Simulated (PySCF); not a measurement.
Atomic charges against the basis set

Species: SO2.
Geometry (PBE0-D3(BJ)/def2-SVP, Å), atoms numbered from 1 in this order:
```
atom  x, y, z in Å
O1    -1.1740    0.4733   -0.0061
S2    -0.1100   -0.5173   -0.0071
O3     1.2677   -0.0532   -0.0067
```

PBE0 throughout (PySCF), one geometry, spherical d and f functions. Isolated species at its PBE0-D3(BJ)/def2-SVP geometry, gas phase. Atoms taken as equivalent share a column and are averaged.

Mulliken charges (e):

```json
{"basis": "pcSseg-0", "functions": "31", "O1/O3": "-0.639", "S2": "+1.277"}
{"basis": "cc-pVDZ", "functions": "46", "O1/O3": "-0.350", "S2": "+0.700"}
{"basis": "aug-cc-pVDZ", "functions": "73", "O1/O3": "-0.572", "S2": "+1.145"}
{"basis": "cc-pVTZ", "functions": "94", "O1/O3": "-0.329", "S2": "+0.658"}
{"basis": "IGLO-III", "functions": "114", "O1/O3": "-0.475", "S2": "+0.951"}
{"basis": "pcSseg-3", "functions": "220", "O1/O3": "-0.299", "S2": "+0.599"}
```

IAO charges (e):

```json
{"basis": "pcSseg-0", "functions": "31", "O1/O3": "-0.606", "S2": "+1.212"}
{"basis": "cc-pVDZ", "functions": "46", "O1/O3": "-0.690", "S2": "+1.380"}
{"basis": "aug-cc-pVDZ", "functions": "73", "O1/O3": "-0.709", "S2": "+1.418"}
{"basis": "cc-pVTZ", "functions": "94", "O1/O3": "-0.722", "S2": "+1.444"}
{"basis": "IGLO-III", "functions": "114", "O1/O3": "-0.734", "S2": "+1.468"}
{"basis": "pcSseg-3", "functions": "220", "O1/O3": "-0.739", "S2": "+1.478"}
```

Q: Which scheme is steadiest as the basis changes?

A: Largest range over the bases for any column: IAO 0.27 e, Mulliken 0.68 e. IAO charges move least and Mulliken charges most, counted in e.

Q: How much do the charges still move between the two largest bases, IGLO-III and pcSseg-3?

A: At most, over all atoms: Mulliken 0.352 e, IAO 0.011 e.

Q: What do the same runs give for the total energy, the frontier levels and the dipole moment?

A: 
| basis | energy (Eh) | HOMO (eV) | LUMO (eV) | μ (D) |
| --- | --- | --- | --- | --- |
| pcSseg-0 | -547.3551 | -9.24 | -4.01 | 2.09 |
| cc-pVDZ | -548.2950 | -9.06 | -3.24 | 1.79 |
| aug-cc-pVDZ | -548.3216 | -9.53 | -3.73 | 1.75 |
| cc-pVTZ | -548.3934 | -9.44 | -3.51 | 1.76 |
| IGLO-III | -548.4015 | -9.59 | -3.58 | 1.76 |
| pcSseg-3 | -548.4350 | -9.66 | -3.67 | 1.75 |

The dipole is fixed by the density alone, so its range of 0.34 D shows that the density itself changes with the basis, not only its division among atoms.
